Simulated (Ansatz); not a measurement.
# C₂H₃S+ (SMILES [CH2+]C=S): single points off equilibrium

One table from this session's results is given with a row withheld; the runs are named, their logs left out.

Computed with Ansatz 0.2.0, Gaussian basis. Level: single points in def2-TZVPP.

Correlated methods freeze the cores.

## The system as given

SMILES `[CH2+]C=S`, 6 atoms, charge 1, spin multiplicity 1.

Atoms are counted from 1 here; the program's logs count them from 0.

Bond lengths: C1–C2 1.370 Å, C1–H4 1.097 Å, C1–H5 1.069 Å, C2–S3 1.666 Å, C2–H6 1.087 Å. Angles: C2–C1–H4 122.0°, C2–C1–H5 120.4°, H4–C1–H5 117.5°, C1–C2–S3 126.6°, C1–C2–H6 118.4°, S3–C2–H6 115.0°.

Coordinates:

```tsv
atom	x (Å)	y (Å)	z (Å)
C1	0.07400	0.32970	0.67690
C2	-0.16170	-0.27530	-0.52980
S3	0.97360	-0.65120	-1.69000
H4	-0.73570	0.56250	1.37880
H5	1.06220	0.63650	0.94410
H6	-1.17750	-0.58320	-0.76380
```

Set-up of the first run:

File run/in.yaml:

```yaml
crystal:
  periodic: [false, false, false]
  atoms:
    - {symbol: C, position_ang: [0.074000, 0.329700, 0.676900]}
    - {symbol: C, position_ang: [-0.161700, -0.275300, -0.529800]}
    - {symbol: S, position_ang: [0.973600, -0.651200, -1.690000]}
    - {symbol: H, position_ang: [-0.735700, 0.562500, 1.378800]}
    - {symbol: H, position_ang: [1.062200, 0.636500, 0.944100]}
    - {symbol: H, position_ang: [-1.177500, -0.583200, -0.763800]}
basis:
  gaussian: {orbitals: def2-TZVPP}
total_charge: 1
correlation: {method: ccsd_t}
output: {forces: true}
```

The command line of these runs was not kept.

Steps of the session up to this table: CCSD(T)/def2-TZVPP; PBE0-D4/def2-TZVPP; wB97M-V/def2-TZVPP; r2SCAN-D4/def2-TZVPP; PBE-D4/def2-TZVPP; wB97X-V/def2-TZVPP; BLYP-D4/def2-TZVPP.

One of the session's tables, all rows but one given; the rest of the session is left out.

| method | RMS force component (eV/Å) | angle to CCSD(T) forces (°) |
| --- | --- | --- |
| CCSD(T) | 0.680 | reference |
| PBE0-D4 | 0.623 | 17.1 |
| wB97M-V | 0.658 | 20.6 |
| r2SCAN-D4 | 0.631 | 8.3 |
| PBE-D4 | 0.595 | 14.0 |
| wB97X-V | 0.703 | 22.0 |
| BLYP-D4 | ? | ? |

Estimate the missing values for BLYP-D4.

The run gave: RMS force component (eV/Å): 0.616; angle to CCSD(T) forces (°): 13.6. In the column «RMS force component (eV/Å)» it lies between PBE-D4 (0.595) and PBE0-D4 (0.623).
